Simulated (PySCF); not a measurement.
C2H6O.
Numbering: `[CH3:1][CH2:2][OH:3]` (hydrogens: H4, H5, H6 on C1; H7, H8 on C2; H9 on O3)

A GFN2-xTB structure was refined with PySCF, PBE0-D3(BJ)/def2-SVP geometry optimisation, gas phase. Its GFN2-xTB values:

| coordinate | GFN2-xTB |
| --- | --- |
| C1–C2 | 1.544 Å |
| C1–H4 | 1.071 Å |
| C2–O3 | 1.421 Å |
| C2–H7 | 1.097 Å |
| O3–H9 | 0.989 Å |
| C1–C2–O3 | 114.2° |
| C1–C2–H7 | 108.4° |
| C2–C1–H4 | 112.6° |
| C2–C1–H6 | 108.7° |
| C2–O3–H9 | 107.0° |
| H4–C1–H5 | 109.7° |
| H4–C1–H6 | 110.0° |
| H7–C2–H8 | 109.4° |

Task: How do these coordinates change at the PBE0-D3(BJ)/def2-SVP level?

Result: 
```json
{"coordinate": "C1–H4", "PBE0-D3(BJ)/def2-SVP (Å or °)": "1.101", "change": "+0.030"}
{"coordinate": "C1–C2", "PBE0-D3(BJ)/def2-SVP (Å or °)": "1.516", "change": "-0.028"}
{"coordinate": "O3–H9", "PBE0-D3(BJ)/def2-SVP (Å or °)": "0.963", "change": "-0.026"}
{"coordinate": "C2–O3", "PBE0-D3(BJ)/def2-SVP (Å or °)": "1.403", "change": "-0.018"}
{"coordinate": "C2–H7", "PBE0-D3(BJ)/def2-SVP (Å or °)": "1.110", "change": "+0.013"}
{"coordinate": "H7–C2–H8", "PBE0-D3(BJ)/def2-SVP (Å or °)": "106.2", "change": "-3.2"}
{"coordinate": "H4–C1–H5", "PBE0-D3(BJ)/def2-SVP (Å or °)": "107.4", "change": "-2.3"}
{"coordinate": "C2–C1–H6", "PBE0-D3(BJ)/def2-SVP (Å or °)": "110.4", "change": "+1.7"}
{"coordinate": "H4–C1–H6", "PBE0-D3(BJ)/def2-SVP (Å or °)": "108.5", "change": "-1.5"}
{"coordinate": "C1–C2–H7", "PBE0-D3(BJ)/def2-SVP (Å or °)": "109.9", "change": "+1.5"}
{"coordinate": "C1–C2–O3", "PBE0-D3(BJ)/def2-SVP (Å or °)": "113.0", "change": "-1.2"}
{"coordinate": "C2–C1–H4", "PBE0-D3(BJ)/def2-SVP (Å or °)": "111.4", "change": "-1.2"}
{"coordinate": "C2–O3–H9", "PBE0-D3(BJ)/def2-SVP (Å or °)": "107.9", "change": "+0.9"}
```

The energy falls by 1.8 kcal/mol over 8 energy and gradient evaluations, the largest force component goes from 0.0319 to 9.6e-05 Eh/bohr, and the atoms move by 0.026 Å rms after alignment. The bond that changes most is C1–H4 (methyl carbon to methyl hydrogen), which lengthens by 0.030 Å. Bonds longer at the end by more than 0.005 Å: 4 of 8; shorter: 3. Rotational constants go from 34859, 8994, 7984 to 34561, 9296, 8215 MHz.

The run used 72 basis functions and 49 SCF cycles in all. Time: 16 s; peak memory 0.32 GiB. Hardware: one thread of an Arm Neoverse N1, no GPU (shared host).

Stationary, but not proved a minimum. The numbers are those of one conformer.

The values belong to the conformer `[CH3:1][CH2:2][OH:3]`: H–O3–C2–C1 -61°.
